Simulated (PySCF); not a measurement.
SiH2, SMILES [SiH2] (connectivity only; charge and spin as stated), neutral, multiplicity 1. Heavy atoms are numbered as in [SiH2:1]. Hydrogens are named by the atom that carries them.

The structure is a stationary point at PBE-D3(BJ)/def2-TZVPD. The isomer is the one that the SMILES or the coordinates give; other isomers of the formula were not compared.

Level of theory: B3LYP/def2-TZVPD (PySCF).

Mulliken values depend strongly on the basis, most of all with diffuse functions as here. Atomic charges (e), one atom of each kind:

```tsv
atom	IAO	Mulliken
Si1 (SiH2)	?	0.10
H on Si1	?	-0.05
```

**Question.** Fill in the missing entries. (An estimate is asked for; the answer gives what the named calculation found.)

**Answer.** 
- Si1 (SiH2), IAO: 0.25
- H on Si1, IAO: -0.12
